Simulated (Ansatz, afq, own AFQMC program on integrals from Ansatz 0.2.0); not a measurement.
**Where AFQMC and coupled cluster stand for MgGeH₂, triplet**

```xyz
4

Ge    0.0000   -0.3323    2.2107
Mg    0.0000   -0.1715   -1.8961
H     0.0000    0.8028    3.2748
H     0.0000   -0.2990   -3.5894
```

Connectivity, by distances: GeH ··· MgH.

Basis cc-pVDZ. Only valence electrons are correlated. Integrals, coupled cluster, full CI and functionals: Ansatz 0.2.0; the random walks run on the same integrals in our own AFQMC program. The CISD trial takes its coefficients from CCSD amplitudes. Released means that phaseless walkers are propagated on without the constraint, phases kept. ± is one standard error of the sampling. No spin–orbit coupling.

Determinant: UHF, the one that the program's search chose, which needn't be the lowest solution. The geometry is a point of a scan.

No full CI on the walks' own integrals is used here; CCSDT(Q) serves as the reference and is uncertain by about the last step of the cluster series.

Cautions: no relativity below Rb; no spin-orbit coupling; inner d shell frozen; lower spins were not checked; unrestricted determinant slightly spin contaminated (⟨S²⟩ 2.08 against 2.00).

- T1 diagnostic: 0.0301
- weight of the determinant in the CISD state: 0.888
- ⟨S²⟩ of the determinant: 2.078
- size of the correlated space: 8 electrons in 36 orbitals

```tsv
level	correlation energy (eV)
MP2	-2.3793
CCSD	-3.2588
CCSD(T)	-3.3196
```

Question: Estimate where AFQMC with the constraint released lies against CCSD(T) on the same integrals.

Answer: 0.68 ± 0.17 kcal/mol below CCSD(T).

Reference: CCSDT(Q), correlation energy -3.347 eV. The released energy is read at 2.40 1/Eh (meV from the phaseless value at times in 1/Eh: -4 ± 6 at 0.24, -10 ± 7 at 0.51, -8 ± 7 at 0.99, -20 ± 8 at 1.62, -22 ± 8 at 2.40).

| level | E − E(reference) (kcal/mol) | share of correlation (%) |
| --- | --- | --- |
| CCSD(T) | 0.63 | 99.19 |
| CCSDT | 0.06 | 99.93 |
| ph-AFQMC/CISD | 0.45 ± 0.14 | 99.42 |
| released AFQMC | -0.06 ± 0.17 | 100.07 |

A walk keeps the symmetry of its determinant, which the program's search chose and which needn't be the lowest solution, so a lower state of the same spin and another symmetry isn't excluded. Released energies are given only where the last usable release times agree within the noise; a slower fall can still hide under it.
